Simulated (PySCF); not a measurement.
F2.
Numbering: `[F:1][F:2]`

Structure used (GFN2-xTB), in Å, numbered top down from 1:
```xyz
2
F2 angstrom
F      0.7031   -0.0028   -0.0029
F     -0.7003    0.0041   -0.0112
```

Computed with TDDFT CAM-B3LYP/def2-SVPD, vertical, gas phase, core orbitals frozen in the response in PySCF.

Q: What does the calculation give for the low-lying excited states?

A: 

```csv
state,E (eV),ν̃ (cm⁻¹),f,|μ| (D),symmetry,"main configurations (H = HOMO, L = LUMO)"
S1,4.46,36000,0.0001,0.05,–,H-1/H→L (99%)
S2,4.46,36000,0.0001,0.05,–,H-1/H→L (99%)
S3,8.10,65300,0.0000,0.00,–,H-3/H-2→L (≥96%)
S4,8.10,65300,0.0000,0.00,–,H-3/H-2→L (≥96%)
S5,12.98,104660,0.0000,0.00,–,H-1/H→L+2 (≥96%)
S6,12.98,104660,0.0000,0.00,–,H-1/H→L+2 (≥96%)
S7,13.05,105280,0.467,3.07,Σu+,"H-4→L (54%), H-1/H→L+3 (≥12%), H-1/H→L+4 (≥12%)"
```

Triplets, Tamm–Dancoff:

| state | E (eV) | λ (nm) | main configurations (H = HOMO, L = LUMO) |
| --- | --- | --- | --- |
| T1 | 3.02 | 410.4 | H-1/H→L (≥91%) |
| T2 | 3.02 | 410.4 | H-1/H→L (≥91%) |

The lowest singlet level (S1/S2) comes at 278 nm (431 kJ/mol) in the ultraviolet; it is dark (f under 0.0005). The most intense listed level is S7 at 13.05 eV (95 nm, f = 0.467), 8.59 eV above S1. It is the last of those listed, so stronger ones may follow. S1/S2, S3/S4 and S5/S6 lie within about 0.01 eV of each other in each set; the point group D∞h has degenerate representations, and within a degenerate level the listed configurations can mix freely. The oscillator strengths of these states sum to 0.467; summed over the whole spectrum of an exact calculation they would give the number of electrons, 18 (Thomas–Reiche–Kuhn). The listed states span 8.59 eV, and the widest gap between neighbours is 4.88 eV (S4 to S5). Of the 7 states listed, 1 reaches f = 0.01 and 6 stay under 0.0005. Symmetry labels in D∞h follow from the direction of the transition dipole and are given only for states with f of 0.002 or more. Orbitals of the list HOMO-3 to LUMO+2 that lie within 0.01 eV of each other are written together with a slash and their weights summed (≥ marks a lower bound); for degenerate orbitals outside that list single weights are arbitrary. Only the lowest 8 singlets were computed, as vertical energies without vibronic structure. The highest level found (13.36 eV, f 0.035 so far) is left out, since the window may have cut off a degenerate partner.

The run took 0.9 s of wall time on one thread of an Arm Neoverse V1, no GPU, shared host.
